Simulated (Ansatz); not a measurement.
# SiH+ (triplet): geometry optimisation

Where does this start of SiH+ (triplet) end when it is relaxed?

The runs use Ansatz 0.2.0, Gaussian basis; UKS PBE0/def2-TZVP.

### 1 Where the work starts

2 atoms, charge 1, spin multiplicity 3.

Atoms are counted from 1 here; the program's logs count them from 0.

Bond lengths: Si1–H2 1.420 Å.

As a file:

```xyz
2
HSi
Si    0.00000    0.00000    0.00000
H     0.00000    0.00000    1.42000
```

The start is set by covalent radii. Sticks and bond lists go by distance. 

### 2 The run

in.yaml

```yaml
crystal:
  periodic: [false, false, false]
  atoms:
    - {symbol: Si, position_ang: [0.000000, 0.000000, 0.000000]}
    - {symbol: H, position_ang: [0.000000, 0.000000, 1.420000]}
basis:
  gaussian: {orbitals: def2-TZVP}
total_charge: 1
magnetization: {spin_polarized: true, initial_magnetization: 2}
hamiltonian: {xc: pbe0}
relax: {f_tol: 0.004, max_steps: 80}
```

The run is started by

```console
$ ansatz run in.yaml --threads 1 --pin off --events-out ev --progress --plain --max-ram 2176MiB
```

**Question.** What will these runs give? Wanted: energy gained; shift from the start; total energy; ⟨S²⟩.

As calculated:

| quantity | value |
| --- | --- |
| steps | 4 |
| energy gained | 0.113 eV |
| shift from the start (rms) | 0.064 Å |
| total energy | -7877.5493 eV |
| ⟨S²⟩ | 2.006 |

In words: The bonds of the start are those of the end. Si1–H2 went from 1.420 to 1.547 Å. No vibrations were run, so this is a stationary point, not a proven minimum, and this spin need not be the ground state's.
